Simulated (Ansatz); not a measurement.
Results of PBE (plane waves, PAW; Ansatz, a quantum-chemistry and plane-wave program) for rutile PbO₂.

Numerical settings: plane-wave cutoff 520 eV, 12×12×16 k mesh (along the axes of the cell as run), Fermi–Dirac smearing 0.05 eV, scalar-relativistic PAW data made under PBE.

A third-order Birch–Murnaghan fit to the energies gives V0 = 14.819 Å³/atom, B0 = 106 GPa, B′ = 6.2.

```json
[
 {"V (Å³/atom)": "14.226", "P (GPa)": "?"},
 {"V (Å³/atom)": "14.523", "P (GPa)": "?"},
 {"V (Å³/atom)": "14.819", "P (GPa)": "0.00"},
 {"V (Å³/atom)": "15.115", "P (GPa)": "-1.98"},
 {"V (Å³/atom)": "15.412", "P (GPa)": "?"}
]
```

Q: Estimate the withheld pressures from this fit; the answers are the runs' own values.

A: 
- 14.226, P (GPa): 4.92
- 14.523, P (GPa): 2.29
- 15.412, P (GPa): -3.69

The formula P = (3/2) B0 (x^(7/3) − x^(5/3)) [1 + (3/4)(B′ − 4)(x^(2/3) − 1)] with x = V0/V meets the computed pressures within 0.02 GPa when these rounded values are put in.

Shape and atoms are relaxed at each volume.

Note: the bulk modulus comes from volumes at which shape and atoms were relaxed.

Spin–orbit coupling is not included; it can shift volumes and moduli of such heavy elements.
